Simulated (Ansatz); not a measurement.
System: spiropentane, C5H8, net charge 0, singlet state. 
Coordinates optimised at B3LYP-D3(BJ)/def2-TZVP (Ansatz, a program for electronic structure):
```
C
C 1 1.4770
H 2 1.0830 1 118.52
H 2 1.0830 3 114.62 1 -147.87
C 1 1.4770 2 62.21 3 106.69
H 5 1.0830 1 118.52 2 106.69
H 5 1.0830 6 114.62 1 -147.87
C 1 1.4770 2 137.15 3 -122.74
H 8 1.0830 1 118.52 2 -122.74
H 8 1.0830 9 114.62 1 -147.87
C 1 1.4770 2 137.15 3 -23.88
H 11 1.0830 1 118.52 2 122.74
H 11 1.0830 12 114.62 1 147.87
```

Parts of the frozen-core correlation energy in aug-cc-pVDZ (Ansatz, hartree). Frozen orbitals: 5; correlated occupied orbitals by spin: 14 and 14; virtual: 168 and 168. No spin-orbit coupling. Non-relativistic.

```csv
term,value
reference (HF),-193.93680
MP2 opposite-spin,-0.53995
MP2 same-spin,?
CCSD correlation,?
(T),?
T1 diagnostic,0.008
largest doubles amplitude,0.018
```

### Question
Fill in the missing entries.

### Answer

- MP2 same-spin, value: -0.17384
- CCSD correlation, value: -0.76444
- (T), value: -0.02860
